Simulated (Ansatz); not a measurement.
**BSiP (triplet): the correlation ladder, cc-pVDZ**

An exercise on one series of results from a longer session: the logs are not shown, and one member is left open.

Computed with Ansatz 0.2.0, Gaussian basis. Level: cc-pVDZ, core rule «outside noble gas», up to 11 orbitals frozen.

The runs, in order: UHF; CCSD(T) on ROHF; CCSD(T) on UHF; BCCD(T) on ROHF; CISD as a restricted active space (open shells left free, so some higher excitations enter); CCSDT(Q) on ROHF; CCSDT(Q) on UHF; CASSCF and NEVPT2, 10 electrons in 11 orbitals.

29 further runs of the same task are left out: 5 for a known fault of the program, 9 that didn't finish, 15 set aside as unsound or not needed. Runs told in other sessions of the task aren't counted.

### What is computed

The geometry is a PBE0/def2-TZVP stationary point (not a proven minimum).

3 atoms, charge 0, spin multiplicity 3.

Atoms are counted from 1 here; the program's logs count them from 0.

Bond lengths: B1–P2 1.813 Å, B1–Si3 2.032 Å, P2–Si3 2.135 Å. Angles: P2–B1–Si3 67.2°, B1–P2–Si3 61.3°, B1–Si3–P2 51.5°.

Coordinates:

```xyz
3

B     0.0000   -1.3370    0.1884
P     0.0000    0.2942    0.9794
Si    0.0000    0.1902   -1.1526
```

The first run:

The input, in.yaml:

```yaml
crystal:
  periodic: [false, false, false]
  atoms:
    - {symbol: B, position_ang: [0.000000, -1.336957, 0.188448]}
    - {symbol: P, position_ang: [0.000000, 0.294228, 0.979363]}
    - {symbol: Si, position_ang: [0.000000, 0.190151, -1.152618]}
basis:
  gaussian: {orbitals: cc-pVDZ}
magnetization: {spin_polarized: true, initial_magnetization: 2}
hamiltonian: {xc: hf}
output: {orbitals: {seedname: orbitals}}
```

Run with:

```bash
$ ansatz run in.yaml --threads 1 --pin off --events-out ev --progress --plain --max-ram 2393MiB
```

Steps of the session up to this table: UHF; CCSD(T) on ROHF; CCSD(T) on UHF; BCCD(T) on ROHF; CISD as a restricted active space (open shells left free, so some higher excitations enter); CCSDT(Q) on ROHF; CCSDT(Q) on UHF; CASSCF and NEVPT2, 10 electrons in 11 orbitals.

One table of the session follows, with a row left open; its other results are not shown here.

| method | from UCCSDT(Q) (meV) |
| --- | --- |
| ROHF | +8098.0 |
| UHF | +7887.2 |
| RMP2 | +1264.3 |
| UMP2 | +1355.1 |
| CISD | +1374.5 |
| RCCSD | +554.8 |
| UCCSD | ? |
| RCCSD(T) | +85.2 |
| UCCSD(T) | +91.1 |
| BCCD(T) | +78.9 |
| RCCSDT | +48.3 |
| UCCSDT | +46.6 |
| RCCSDT(Q) | +4.9 |
| UCCSDT(Q) | 0 |
| CASSCF valence | +5205.5 |
| NEVPT2 valence | +1007.2 |

Q: Estimate the row for UCCSD from the others.

**Answer.** from UCCSDT(Q) (meV): +547.6. In the column «from UCCSDT(Q) (meV)» it lies between UCCSD(T) (+91.1) and RCCSD (+554.8).

With the free atoms at the same levels and basis (separate runs), the atomisation energy is 6.415 eV at UCCSDT(Q), 6.362 eV at RCCSD(T), 6.355 eV at UCCSD(T), 4.165 eV at ROHF.

Caveats from the session: Restricted and unrestricted rows rest on different reference determinants; a gap between their highest levels can come from leftover correlation error, from unlike frozen cores or from another state.
